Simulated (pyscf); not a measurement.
AsH₃ (SMILES [AsH3]) + H₂O (SMILES O) -> AsH₃ (SMILES [AsH3]) + H₂O (SMILES O) (four-centre exchange; singlet surface; As–H, H–O broken, As–H, H–O formed). Structures and frequencies: ωB97X-D3(BJ)/def2-SVP in PySCF. MP2 and CC: frozen core, UHF for open shells. ΔMP2 is the change of the MP2 total energy from the triple- to the quadruple-zeta basis. Energies in eV from the separated reactants.

| level | barrier | reaction energy |
|---|---|---|
| PBE/def2-TZVP | 1.90 | 0.00 |
| PBE0-D3(BJ)/def2-TZVP | 2.06 | 0.00 |
| ωB97M-D3(BJ)/def2-TZVP | 2.23 | 0.00 |
| MP2/def2-QZVPP | 2.24 | 0.00 |
| CCSD/def2-TZVPP | [?] | 0.00 |
| CCSD(T)/def2-TZVPP | 2.36 | 0.00 |
| CCSD(T)/def2-TZVPP + ΔMP2(QZVPP) | [?] | 0.00 |

Question: What belongs in the gaps?

Answer: 
- CCSD/def2-TZVPP, barrier: 2.49
- CCSD(T)/def2-TZVPP + ΔMP2(QZVPP), barrier: 2.34

This is the saddle that the search found; another between the same sides may lie lower. The CCSD(T) − MP2 part came from Ansatz, without density fitting, on the same reference. The frozen core leaves the outer d or s,p core shells of the metals and heavy elements correlated in the MP2 and CC values, and def2-TZVPP describes them poorly, which can shift differences by a few kcal/mol. Elements up to Kr have no core potential and no relativistic terms here.
